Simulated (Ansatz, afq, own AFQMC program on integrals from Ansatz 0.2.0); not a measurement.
Two steps: Ansatz 0.2.0 writes the Fock matrix and Cholesky factors of the valence space, and afq projects on them the lowest state that overlaps trial and start.

```yaml
crystal:
  periodic: [false, false, false]
  atoms:
    - {symbol: Ge, position_ang: [0.000000, 0.013397, 0.343250]}
    - {symbol: O, position_ang: [0.000000, -0.107250, -1.438746]}
    - {symbol: H, position_ang: [0.000000, 0.736912, -1.899543]}
basis:
  gaussian: {orbitals: cc-pVDZ}
total_charge: 1
magnetization: {spin_polarized: true, initial_magnetization: 2}
correlation: {method: ccsd_t, electrons: outside_noble_gas, hamiltonian_folder: ham}
```

```sh
$ ansatz run in.yaml --threads 1 --pin off --events-out ev --progress --plain --max-ram 1843MiB
```

afq runs on the folder ham with

```
--method phaseless --trial cisd --walkers 60 --populations 1 --least-time 40 --time-step 0.005 --steps-per-block 50 --equilibration-blocks 28 --max-blocks 300 --target-error 0.00038 --factor-cut 1e-05 --start spin_pure --seed 8211 --release-times 0.24,0.5,1,1.5 --release-step 0.02 --release-every 4 --taylor-order 6
```

Times are imaginary, in 1/Eh. The walk had a cap of 723 s. Filled inner d shells are frozen with the cores.

Output of the walk:

```
orbitals 31  electrons 6 4  factors 232 of 500
reference energy -2150.40868963 Eh
CCSD correlation -0.23938739 Eh in 16 cycles, weight of the determinant in the CISD state 0.8802
energy of the start -2150.646282 Eh
 block  time / (1/Eh)  mean weight  energy / Eh
     1     0.250  1.0003  -2150.646508
     2     0.500  0.9999  -2150.654016
     3     0.750  0.9975  -2150.650810
     4     1.000  1.0015  -2150.653454
     5     1.250  1.0037  -2150.650882
     7     1.750  0.9994  -2150.649985
     9     2.250  1.0001  -2150.650048
    17     4.250  1.0003  -2150.648926
    33     8.250  1.0006  -2150.652491
    49    12.250  0.9998  -2150.655564
    65    16.250  1.0035  -2150.648591
    81    20.250  0.9992  -2150.652357
    97    24.250  1.0002  -2150.656916
   113    28.250  0.9977  -2150.657620
   129    32.250  1.0000  -2150.655200
   145    36.250  1.0007  -2150.656668
   161    40.250  0.9988  -2150.648793
   177    44.250  1.0002  -2150.655542
   185    46.250  0.9975  -2150.668951
   193    48.250  0.9958  -2150.659923
   209    52.250  0.9988  -2150.655816
   225    56.250  1.0019  -2150.650630
   241    60.250  0.9998  -2150.651201
   257    64.250  0.9955  -2150.656022
   273    68.250  0.9982  -2150.650399
   281    70.250  1.0017  -2150.646388
   289    72.250  1.0002  -2150.650811
   305    76.250  1.0000  -2150.663066
   321    80.250  0.9991  -2150.664055
blocks merged  error / Eh  count
     1  0.000317  300
     2  0.000378  150
     4  0.000386  75
     8  0.000438  37
    16  0.000493  18
    32  0.000504  9
released: time / (1/Eh)  energy / Eh  error  mean overlap
  0.24  -2150.656258  0.000506  1.0001
  0.50  -2150.656151  0.000684  0.9998
  1.00  -2150.656176  0.000564  1.0084
  1.50  -2150.656508  0.000654  1.0030
energy -2150.655859 +/- 0.000493 Eh
(rows thinned)
```

The run passed its tests (sampling time, drift between the halves within three errors, error under three times the target), which doesn't prove that it has relaxed.

Against this walk (error 13.4 meV) on the same determinant: CCSD(T) 31.0 meV higher, CCSDT(Q) 31.1 meV lower. The error is statistical and leaves out the bias of the constraint. Released to 1.50 1/Eh the energy moves by -18 ± 22 meV (both errors), within twice the noise.

Cautions: constraint bias not in the error; error above the target (13.4 against 10.3 meV); no relativity below Rb; no spin-orbit coupling; inner d shell frozen; lower spins were not checked.

The walk took 4.3 min on 1 thread of Arm Neoverse V2, with other jobs on the host. The log's last line is the phaseless energy.

CCSDT and higher add their correlation energy to the determinant of the CCSD(T) run, since their own runs factorise the integrals more tightly (a shift of under 2 meV). A walk keeps the symmetry of its determinant, which the program's search chose and which needn't be the lowest solution, so a lower state of the same spin and another symmetry isn't excluded.
